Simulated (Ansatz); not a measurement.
# BSiH (triplet): from Hartree-Fock to the top rungs, def2-TZVPP

The task here is to estimate one member of a computed series from the others.

Program: Ansatz 0.2.0, Gaussian basis. Level of theory: def2-TZVPP, core rule «outside noble gas», up to 6 orbitals frozen. These are calculated values, not measurements.

The runs, in order: UHF; ROHF; CCSD(T) on UHF.

2 further runs of the same task are left out: 2 set aside as unsound or not needed.

## The geometry

The geometry is a PBE0/def2-TZVP stationary point (not a proven minimum) of the parent state, kept for this charge and spin.

3 atoms, charge 0, spin multiplicity 3.

Atoms are counted from 1 here; the program's logs count them from 0.

Bond lengths: Si1–B2 1.895 Å, B2–H3 1.186 Å. Angles: Si1–B2–H3 180.0°.

Geometry (Å):

```xyz
3
charge 0, multiplicity 3
Si    0.0000    0.0000    1.6588
B     0.0000    0.0000   -0.2364
H     0.0000    0.0000   -1.4224
```

The first run:

in.yaml

```yaml
crystal:
  periodic: [false, false, false]
  atoms:
    - {symbol: Si, position_ang: [0.000000, 0.000000, 1.658754]}
    - {symbol: B, position_ang: [0.000000, 0.000000, -0.236394]}
    - {symbol: H, position_ang: [0.000000, 0.000000, -1.422360]}
basis:
  gaussian: {orbitals: def2-TZVPP}
magnetization: {spin_polarized: true, initial_magnetization: 2}
hamiltonian: {xc: hf}
output: {orbitals: {seedname: orbitals}}
```

Run with:

```bash
$ ansatz run in.yaml --threads 1 --pin off --events-out ev --progress --plain --max-ram 2560MiB --backend cpu
```

Among the steps run: UHF; ROHF; CCSD(T) on UHF.

One table of the session follows, with a row left open; its other results are not shown here.

It belongs to the step «Misses and costs». 

| method | from UCCSD(T) (meV) |
| --- | --- |
| ROHF | ? |
| UHF | +5345.4 |
| UMP2 | +1069.1 |
| UCCSD | +248.1 |
| UCCSD(T) | 0 |

Estimate the missing values for ROHF.

**Answer.** from UCCSD(T) (meV): +5460.9. In the column «from UCCSD(T) (meV)» it is the highest.
